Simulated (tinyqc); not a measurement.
Inside a calculation. Method: UHF in the sto-3g basis, for H2O+, spin multiplicity 2. This run ends on a higher stationary point, not on the lowest solution. One step of it, computed by the program tinyqc.

Task: Iteration 1: building the Fock matrix. J_ij = sum D_kl (ij|kl) with D = D(alpha) + D(beta), K_ij = sum D_kl (ik|jl) for each spin; F = H + J - K(s); E = tr D H + tr D J / 2 - 0.5 sum_s tr D(s) K(s) + E_nn.

D(alpha) at the start, lower triangle:
```
,1O 1s,1O 2s,1O 2px,1O 2py,1O 2pz,2H 1s,3H 1s
1O 1s,0.006253
1O 2s,-0.034912,0.223882
1O 2px,0.000000,0.000000,1.000000
1O 2py,0.002297,-0.006924,0.000000,1.175987
1O 2pz,0.057823,-0.212794,0.000000,-0.001291,0.954778
2H 1s,0.030400,-0.286694,0.000000,-0.345543,-0.152166,1.252032
3H 1s,0.029836,-0.274689,0.000000,0.337049,-0.146763,-0.078705,1.236312
```

D(beta) at the start, lower triangle:
```
,1O 1s,1O 2s,1O 2px,1O 2py,1O 2pz,2H 1s,3H 1s
1O 1s,0.006245
1O 2s,-0.034881,0.223756
1O 2px,0.000000,0.000000,1.000000
1O 2py,-0.000619,0.004880,0.000000,0.068252
1O 2pz,0.057820,-0.212782,0.000000,-0.002420,0.954776
2H 1s,0.030747,-0.288099,0.000000,-0.213779,-0.152032,1.236359
3H 1s,0.029491,-0.273293,0.000000,0.206042,-0.146896,-0.063122,1.220819
```

core Hamiltonian H = T + V (hartree), lower triangle:
```
,1O 1s,1O 2s,1O 2px,1O 2py,1O 2pz,2H 1s,3H 1s
1O 1s,-32.498004
1O 2s,-7.560040,-9.124260
1O 2px,0.000000,0.000000,-7.282540
1O 2py,-0.000266,-0.003082,0.000000,-7.387300
1O 2pz,-0.010349,-0.128300,0.000000,-0.001327,-7.321970
2H 1s,-1.001044,-2.458294,0.000000,-1.585157,-0.999487,-4.232441
3H 1s,-0.957791,-2.376355,0.000000,1.540301,-0.971917,-0.644059,-4.181376
```

Two-electron integrals (ij|kl) in chemists' order, unique and non-zero (hartree):
```
i,j,k,l,(ij|kl)
1,1,1,1,4.785065
2,1,1,1,0.741380
2,1,2,1,0.136873
2,2,1,1,1.118947
2,2,2,1,0.256633
2,2,2,2,0.817206
3,1,3,1,0.024477
3,2,3,1,0.037809
3,2,3,2,0.180518
3,3,1,1,1.115814
3,3,2,1,0.256684
3,3,2,2,0.817023
3,3,3,3,0.880159
4,1,4,1,0.024477
4,2,4,1,0.037809
4,2,4,2,0.180518
4,3,4,3,0.047444
4,4,1,1,1.115814
4,4,2,1,0.256684
4,4,2,2,0.817023
4,4,3,3,0.785270
4,4,4,4,0.880159
5,1,5,1,0.024477
5,2,5,1,0.037809
5,2,5,2,0.180518
5,3,5,3,0.047444
5,4,5,4,0.047444
5,5,1,1,1.115814
5,5,2,1,0.256684
5,5,2,2,0.817023
5,5,3,3,0.785270
5,5,4,4,0.785270
5,5,5,5,0.880159
6,1,1,1,0.098392
6,1,2,1,0.018031
6,1,2,2,0.033659
6,1,3,3,0.033593
6,1,4,1,0.000694
6,1,4,2,0.001312
6,1,4,4,0.033739
6,1,5,1,0.000426
6,1,5,2,0.000805
6,1,5,4,0.000090
6,1,5,5,0.033648
6,1,6,1,0.002405
6,2,1,1,0.265637
6,2,2,1,0.061805
6,2,2,2,0.221189
6,2,3,3,0.217250
6,2,4,1,0.003949
6,2,4,2,0.031574
6,2,4,4,0.225675
6,2,5,1,0.002422
6,2,5,2,0.019368
6,2,5,4,0.005168
6,2,5,5,0.220420
6,2,6,1,0.008318
6,2,6,2,0.077346
6,3,3,1,0.006138
6,3,3,2,0.036913
6,3,4,3,0.006370
6,3,5,3,0.003907
6,3,6,3,0.010424
6,4,1,1,0.172649
6,4,2,1,0.040655
6,4,2,2,0.155361
6,4,3,3,0.148502
6,4,4,1,0.008393
6,4,4,2,0.057633
6,4,4,4,0.166805
6,4,5,1,0.001383
6,4,5,2,0.012710
6,4,5,4,0.007320
6,4,5,5,0.150596
6,4,6,1,0.005685
6,4,6,2,0.066077
6,4,6,4,0.066246
6,5,1,1,0.105905
6,5,2,1,0.024938
6,5,2,2,0.095300
6,5,3,3,0.091093
6,5,4,1,0.001383
6,5,4,2,0.012710
6,5,4,4,0.094506
6,5,5,1,0.006987
6,5,5,2,0.044710
6,5,5,4,0.008463
6,5,5,5,0.100192
6,5,6,1,0.003487
6,5,6,2,0.040532
6,5,6,4,0.034242
6,5,6,5,0.031428
6,6,1,1,0.438138
6,6,2,1,0.103559
6,6,2,2,0.427092
6,6,3,3,0.410926
6,6,4,1,0.007769
6,6,4,2,0.087791
6,6,4,4,0.445793
6,6,5,1,0.004765
6,6,5,2,0.053852
6,6,5,4,0.021387
6,6,5,5,0.424046
6,6,6,1,0.014019
6,6,6,2,0.197388
6,6,6,4,0.192540
6,6,6,5,0.118106
6,6,6,6,0.774606
7,1,1,1,0.094119
7,1,2,1,0.017249
7,1,2,2,0.032202
7,1,3,3,0.032140
7,1,4,1,-0.000661
7,1,4,2,-0.001250
7,1,4,4,0.032279
7,1,5,1,0.000405
7,1,5,2,0.000767
7,1,5,4,-0.000085
7,1,5,5,0.032192
7,1,6,1,0.002261
7,1,6,2,0.007671
7,1,6,4,0.004848
7,1,6,5,0.003220
7,1,6,6,0.012827
7,1,7,1,0.002201
7,2,1,1,0.256423
7,2,2,1,0.059670
7,2,2,2,0.213833
7,2,3,3,0.210016
7,2,4,1,-0.003807
7,2,4,2,-0.030576
7,2,4,4,0.218179
7,2,5,1,0.002336
7,2,5,2,0.018761
7,2,5,4,-0.005009
7,2,5,5,0.213090
7,2,6,1,0.007740
7,2,6,2,0.057070
7,2,6,4,0.034333
7,2,6,5,0.028969
7,2,6,6,0.114611
7,2,7,1,0.007682
7,2,7,2,0.072583
7,3,3,1,0.005899
7,3,3,2,0.035576
7,3,4,3,-0.006151
7,3,5,3,0.003774
7,3,6,3,0.007308
7,3,7,3,0.009734
7,4,1,1,-0.167437
7,4,2,1,-0.039431
7,4,2,2,-0.150897
7,4,3,3,-0.144256
7,4,4,1,0.008081
7,4,4,2,0.055706
7,4,4,4,-0.161968
7,4,5,1,-0.001339
7,4,5,2,-0.012352
7,4,5,4,0.007094
7,4,5,5,-0.146293
7,4,6,1,-0.004915
7,4,6,2,-0.034559
7,4,6,4,-0.014033
7,4,6,5,-0.017239
7,4,6,6,-0.065101
7,4,7,1,-0.005272
7,4,7,2,-0.062311
7,4,7,4,0.062640
7,5,1,1,0.102738
7,5,2,1,0.024195
7,5,2,2,0.092589
7,5,3,3,0.088514
7,5,4,1,-0.001339
7,5,4,2,-0.012352
7,5,4,4,0.091834
7,5,5,1,0.006720
7,5,5,2,0.043155
7,5,5,4,-0.008188
7,5,5,5,0.097313
7,5,6,1,0.003264
7,5,6,2,0.029074
7,5,6,4,0.017199
7,5,6,5,0.021848
7,5,6,6,0.063207
7,5,7,1,0.003235
7,5,7,2,0.038234
7,5,7,4,-0.032463
7,5,7,5,0.029653
7,6,1,1,0.063996
7,6,2,1,0.015018
7,6,2,2,0.058141
7,6,3,3,0.056921
7,6,4,1,-3.92e-06
7,6,4,2,-0.000054
7,6,4,4,0.058281
7,6,5,1,0.000940
7,6,5,2,0.008931
7,6,5,4,-0.000011
7,6,5,5,0.059159
7,6,6,1,0.001993
7,6,6,2,0.019603
7,6,6,4,0.014677
7,6,6,5,0.011602
7,6,6,6,0.051342
7,6,7,1,0.001907
7,6,7,2,0.019054
7,6,7,4,-0.014383
7,6,7,5,0.011327
7,6,7,6,0.006293
7,7,1,1,0.431775
7,7,2,1,0.102066
7,7,2,2,0.421575
7,7,3,3,0.405776
7,7,4,1,-0.007573
7,7,4,2,-0.086080
7,7,4,4,0.439848
7,7,5,1,0.004647
7,7,5,2,0.052818
7,7,5,4,-0.020906
7,7,5,5,0.418604
7,7,6,1,0.013215
7,7,6,2,0.117102
7,7,6,4,0.066167
7,7,6,5,0.064288
7,7,6,6,0.258148
7,7,7,1,0.013213
7,7,7,2,0.190005
7,7,7,4,-0.186298
7,7,7,5,0.114311
7,7,7,6,0.051342
7,7,7,7,0.774606
```

nuclear repulsion = 7.32087834 hartree

Give: Coulomb J; exchange K(alpha); exchange K(beta); F(alpha); F(beta); total energy of this density.

Result:

Coulomb J (hartree), lower triangle:
```
,1O 1s,1O 2s,1O 2px,1O 2py,1O 2pz,2H 1s,3H 1s
1O 1s,7.2779
1O 2s,1.6823,5.7061
1O 2px,0.0000,0.0000,5.6820
1O 2py,-0.0004,-0.0009,0.0000,5.7180
1O 2pz,-0.0200,-0.0065,0.0000,0.0002,5.7147
2H 1s,0.2202,1.6845,0.0000,1.2523,0.7771,4.1261
3H 1s,0.2107,1.6309,0.0000,-1.2192,0.7566,0.4801,4.1035
```

exchange K(alpha) (hartree), lower triangle:
```
,1O 1s,1O 2s,1O 2px,1O 2py,1O 2pz,2H 1s,3H 1s
1O 1s,0.0814
1O 2s,0.1150,0.6178
1O 2px,0.0000,0.0000,0.9923
1O 2py,-0.0004,-0.0100,0.0000,1.0369
1O 2pz,-0.0097,-0.2536,0.0000,-0.0022,0.9352
2H 1s,0.0186,0.1959,0.0000,0.2367,0.0822,0.8013
3H 1s,0.0180,0.1927,0.0000,-0.2355,0.0814,0.0563,0.8029
```

exchange K(beta) (hartree), lower triangle:
```
,1O 1s,1O 2s,1O 2px,1O 2py,1O 2pz,2H 1s,3H 1s
1O 1s,0.0546
1O 2s,0.0745,0.4335
1O 2px,0.0000,0.0000,0.9429
1O 2py,0.0000,0.0019,0.0000,0.1458
1O 2pz,-0.0093,-0.2493,0.0000,-0.0027,0.8867
2H 1s,0.0104,0.1481,0.0000,0.1129,0.0784,0.7651
3H 1s,0.0100,0.1432,0.0000,-0.1098,0.0775,0.0609,0.7671
```

F(alpha) (hartree), lower triangle:
```
,1O 1s,1O 2s,1O 2px,1O 2py,1O 2pz,2H 1s,3H 1s
1O 1s,-25.3015
1O 2s,-5.9928,-4.0360
1O 2px,0.0000,0.0000,-2.5928
1O 2py,-0.0003,0.0060,0.0000,-2.7062
1O 2pz,-0.0206,0.1188,0.0000,0.0011,-2.5425
2H 1s,-0.7994,-0.9698,0.0000,-0.5696,-0.3046,-0.9076
3H 1s,-0.7651,-0.9382,0.0000,0.5566,-0.2967,-0.2203,-0.8808
```

F(beta) (hartree), lower triangle:
```
,1O 1s,1O 2s,1O 2px,1O 2py,1O 2pz,2H 1s,3H 1s
1O 1s,-25.2747
1O 2s,-5.9523,-3.8516
1O 2px,0.0000,0.0000,-2.5435
1O 2py,-0.0007,-0.0058,0.0000,-1.8151
1O 2pz,-0.0210,0.1145,0.0000,0.0016,-2.4940
2H 1s,-0.7913,-0.9219,0.0000,-0.4457,-0.3007,-0.8714
3H 1s,-0.7571,-0.8887,0.0000,0.4309,-0.2928,-0.2249,-0.8450
```

total energy of this density = -26.354167 hartree
